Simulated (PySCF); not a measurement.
C5H10N (doublet state).
Z-matrix (Å and degrees, GFN2-xTB geometry), rows numbered from 1:
```
C 
C   1  1.5190
C   2  1.2955  1  129.05
C   3  1.4688  2  144.91  1    -0.83
C   4  1.5320  3  110.09  2    84.14
N   4  1.4655  3  113.49  2   -38.56
H   1  1.0896  2  109.64  3   117.35
H   1  1.0888  2  109.41  3  -124.07
H   1  1.0865  2  111.68  3    -3.67
H   2  1.0875  1  112.18  3   179.81
H   4  1.0998  3  109.44  2  -156.57
H   5  1.0863  4  109.42  3  -178.97
H   5  1.0862  4  110.17  3    60.72
H   5  1.0878  4  110.14  3   -59.20
H   6  1.0136  4  110.78  3   -59.56
H   6  1.0141  4  110.38  3    60.19
```

The hyperfine couplings belong to this conformer and change with its torsions.

Identity: `C/C=[C]\[C@H](C)N` [radical].

Method used: PySCF, UKS B3LYP, pcH-1 on C H N, non-relativistic, mean-field spin-orbit, GIAO. One conformer (not necessarily the lowest) at the GFN2-xTB geometry, without solvent, vibrations or thermal averaging. GFN2-xTB frequencies show an imaginary mode (42i cm⁻¹), so this geometry is no minimum at that level. Couplings are sensitive to structure, and on GFN2-xTB geometries they can be far from those on DFT ones. The SCF solution wasn't tested for stability.

Problem. Predict the first-order ENDOR lines of N6, H10, H11, H7/H8/H9, H15/H16 and H12/H13/H14 under fast tumbling at B = 1219.8 mT (Q band).

Solution. ν± = |νn ± a/2|, one line for each electron-spin manifold; νn = |g_N| × 7.62259 MHz/T × B.

```tsv
nuclei	isotope	g_N	νn (MHz)	a_iso (MHz)	lower line (MHz)	upper line (MHz)
N6	14N	0.4038	3.75	1.49	3.01	4.50
H10	1H	5.5857	51.94	125.61	10.87	114.74
H11	1H	5.5857	51.94	53.10	25.39	78.49
H7/H8/H9	1H	5.5857	51.94	-7.92	47.97	55.90
H15/H16	1H	5.5857	51.94	-4.56	49.65	54.22
H12/H13/H14	1H	5.5857	51.94	-0.80	51.54	52.34
```

Problem. Which pairs are centred on the nuclear Larmor frequency, and which on half the coupling?

Solution. Centred on νn, since |a| < 2νn: N6, H11, H7/H8/H9, H15/H16 and H12/H13/H14. Centred on |a|/2 and split by 2νn: H10.

Class means assume fast exchange of nuclei equivalent by connectivity; if that motion is slow, each nucleus keeps its own coupling.

The Mulliken spin populations are largest on C3 (+0.98), C2 (-0.16), C1 (+0.08) and N6 (+0.07). No atom but C3 exceeds +0.15. The positive populations add up to 1.20 and the negative ones to -0.20, together 2S = 1.
